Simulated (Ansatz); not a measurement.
# Interaction energy ladder

The pair of H₂O (SMILES O, atoms 1–3) and HCl (SMILES Cl, atoms 4–5), both closed shells, in one local arrangement (a lower one may exist), relaxed at PBE0-D4/def2-TZVP:

| atom | x (Å) | y (Å) | z (Å) |
| --- | --- | --- | --- |
| O1 | 0.2762 | 0.1322 | -0.7974 |
| H2 | 0.2899 | -0.7294 | -1.2225 |
| H3 | -0.4132 | 0.6342 | -1.2401 |
| Cl4 | -0.1957 | -0.0719 | 2.2691 |
| H5 | 0.0428 | 0.0348 | 0.9910 |

Ansatz 0.2.0; basis: def2-TZVPPD, with def2-QZVPPD for the basis limit; cores frozen in the correlated methods. B3LYP uses VWN-RPA correlation. Extrapolation: Hartree–Fock as exp(−7.88 √X), correlation as X^−2.97. Interaction energies count from these two fragments, frozen as in the pair, with the counterpoise correction; negative means bound.

What is the interaction energy by CCSD(T) at an estimated basis limit (MP2 extrapolated from triple and quadruple zeta, plus CCSD(T) − MP2 in triple zeta)? (To be estimated.)

Computed: -22.6 kJ/mol. Hartree–Fock alone gives -13.2 kJ/mol at the basis limit. It counts from the two fragments frozen as in the pair.

The same quantity by other methods in triple zeta, and each one's difference from that estimate:
| method | E_int (kJ/mol) | difference |
| --- | --- | --- |
| PBE-D4 | -27.5 | -4.9 |
| revPBE-D4 | -23.2 | -0.5 |
| BLYP-D4 | -23.5 | -0.9 |
| r2SCAN-D4 | -26.9 | -4.3 |
| B97M-V | -25.1 | -2.4 |
| PBE0-D4 | -26.8 | -4.1 |
| B3LYP-D4 | -24.5 | -1.9 |
| HSE06-D4 | -26.7 | -4.1 |
| wB97X-V | -23.7 | -1.0 |
| wB97M-V | -23.2 | -0.6 |
| B2PLYP | -21.8 | 0.8 |
| HF | -13.3 | 9.4 |
| MP2 | -22.3 | 0.3 |
| CCSD | -18.4 | 4.2 |
| CCSD(T) | -20.0 | 2.7 |
Differences are method less estimate.

Which atoms make the shortest contact between the fragments?

O1 and H5, 1.81 Å apart.

Energy to bend the free fragments (PBE0-D4 minima) into their shapes in the pair, CCSD(T)/def2-TZVPPD: H₂O 0.2 kJ/mol; HCl 1.3 kJ/mol. This must be added to the interaction energy to get the binding energy from relaxed fragments.

Basis-set superposition shift (counterpoise-corrected less uncorrected): CCSD(T) 2.6; MP2 2.6; HF 0.2; PBE0-D4 0.3; wB97M-V 0.3 kJ/mol.

T1 diagnostic: at most 0.011.

For scale, one of the runs: CCSD(T)/def2-TZVPPD, 142 basis functions, launched by `ansatz run in.yaml --threads 2 --pin off --events-out ev --progress --plain --max-ram 5222MiB`. Time: 7 s of wall clock on 2 CPU threads of an Intel Xeon Platinum 8175M; the host was shared. Peak host memory: 0.8 GiB.
